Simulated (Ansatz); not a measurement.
The input, for Ansatz 0.2.0:

```yaml
crystal:
  periodic: [false, false, false]
  atoms:
    - {symbol: B, position_ang: [0.000000, 0.000000, 0.762520]}
    - {symbol: B, position_ang: [0.000000, 0.000000, -0.762520]}
    - {symbol: H, position_ang: [0.000000, 0.000000, 1.938254]}
    - {symbol: H, position_ang: [0.000000, 0.000000, -1.938254]}
basis:
  gaussian: {orbitals: cc-pVDZ, occupation: {up: {"Ag": 3, "B1u": 2, "B3u": 1}, down: {"Ag": 3, "B1u": 2, "B3u": 1}}}
correlation: {method: fci, electrons: outside_noble_gas}
```

```sh
$ ansatz run in.yaml --threads 5 --pin off --events-out ev --progress --plain --max-ram 130560MiB --backend cuda --devices 0, --max-vram 75GiB
```

Log:

```
650 factors; integrals over basis functions are off by at most 1.5e-7 eV
mean field evaluation 1: about -1370.0410 eV, gradient 1.2e1 eV
mean field evaluation 2: about -1370.7947 eV, gradient 3.4e-1 eV
mean field evaluation 4: about -1370.7951 eV, gradient 3.5e-2 eV
mean field evaluation 8: about -1370.7951 eV, gradient 4.8e-7 eV
mean field -1370.79506744 eV, -50.3757895701 hartree, gradient 4.8e-7 eV, S^2 0.000000; 0 other end points of the search recorded, 0 dependent functions left out; unrestricted orbitals would lower it
2 core orbitals not correlated: weight in the atoms' cores, before any rotation towards them, 1.000 or more for the frozen orbitals, at most 0.000 for the correlated occupied ones
reference -1370.79506744 eV, -50.3757895701 hartree; 4, 4 occupied and 32, 32 virtual orbitals, 650 factors
state -1375.89705073 eV, -50.5632839977 hartree
Total energy: -1375.89705073 eV, -50.5632839977 hartree
```

Ran on 5 threads of AMD EPYC 7R13 with a whole H100 80 GB, shared host: 9 s wall, 0.92 GiB peak host memory.
